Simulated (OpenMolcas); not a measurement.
SiH2 (SMILES [SiH2]): the energy, rung by rung

SiH2 has 3 atoms, charge 0, and is taken as a singlet. As SMILES, `[SiH2]`. The coordinates come from a PBE0-D4/def2-TZVP relaxation.

```xyz
3

Si   -0.4912    0.4686   -0.2136
H     0.8403    0.5786    0.5225
H    -0.3491   -1.0472   -0.3089
```

Each level gives the energy change with the Si1–H3 bond stretched from 1.525 to 2.288 Å (eV). The values are calculated.

```json
{"level": "SVWN5/6-31G* (spherical functions) (restricted)", "kind": "LDA", "program": "OpenMolcas", "value (eV)": "1.53", "less FCI/6-31G*": "+0.02"}
{"level": "r2SCAN/6-31G* (spherical functions) (restricted)", "kind": "meta-GGA", "program": "OpenMolcas", "value (eV)": "1.67", "less FCI/6-31G*": "+0.16"}
{"level": "M06-2X/6-31G* (spherical functions) (restricted)", "kind": "hybrid meta-GGA", "program": "OpenMolcas", "value (eV)": "1.80", "less FCI/6-31G*": "+0.29"}
{"level": "B2PLYP/6-31G* (spherical functions) (restricted)", "kind": "double hybrid", "program": "OpenMolcas", "value (eV)": "1.73", "less FCI/6-31G*": "+0.22"}
{"level": "MP2/6-31G* (spherical functions) (restricted)", "kind": "perturbation theory", "program": "OpenMolcas", "value (eV)": "1.82", "less FCI/6-31G*": "+0.31"}
{"level": "CASSCF(2,2)/6-31G* (spherical functions)", "kind": "multireference", "program": "OpenMolcas", "value (eV)": "2.00", "less FCI/6-31G*": "+0.49"}
{"level": "CCSD(T)/6-31G* (spherical functions) (restricted)", "kind": "coupled cluster or CI", "program": "OpenMolcas", "value (eV)": "1.52", "less FCI/6-31G*": "+0.01"}
{"level": "FCI/6-31G* (spherical functions)", "kind": "exact in the basis", "program": "OpenMolcas", "value (eV)": "1.51", "less FCI/6-31G*": "0.00"}
```

FCI/6-31G* (spherical functions) is exact within its basis and frozen core, so for wave-function methods in that basis the difference is their error; functionals converge differently with the basis, so for them it is only a difference. The first shape isn't each level's own minimum. The values span 1.51 to 2.00 eV.
